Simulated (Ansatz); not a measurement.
System: methylamine, CH5N (charge 0, singlet). SMILES: NC
Geometry from a B3LYP-D3(BJ)/def2-TZVP (Ansatz, an electronic-structure program) optimisation:
```
C
H 1 1.0912
H 1 1.0912 2 107.19
H 1 1.0988 2 107.88 3 -115.94
N 1 1.4624 2 109.21 3 118.20
H 5 1.0129 1 110.75 2 -179.27
H 5 1.0129 6 106.88 1 120.72
```

Parts of the frozen-core correlation energy in STO-3G (Ansatz, hartree). Frozen orbitals: 2; correlated occupied orbitals by spin: 7 and 7; virtual: 6 and 6. No spin-orbit coupling. Non-relativistic.

```json
[
 {"term": "reference (HF)", "value": "-94.03120"},
 {"term": "MP2 opposite-spin", "value": "___"},
 {"term": "MP2 same-spin", "value": "___"},
 {"term": "CCSD correlation", "value": "-0.13162"},
 {"term": "(T)", "value": "___"},
 {"term": "FCI minus CCSD(T)", "value": "-0.00028"},
 {"term": "T1 diagnostic", "value": "0.004"},
 {"term": "largest doubles amplitude", "value": "0.045"}
]
```

Task: Complete the blanks.

Result: 
- MP2 opposite-spin, value: -0.08886
- MP2 same-spin, value: -0.00844
- (T), value: -0.00061
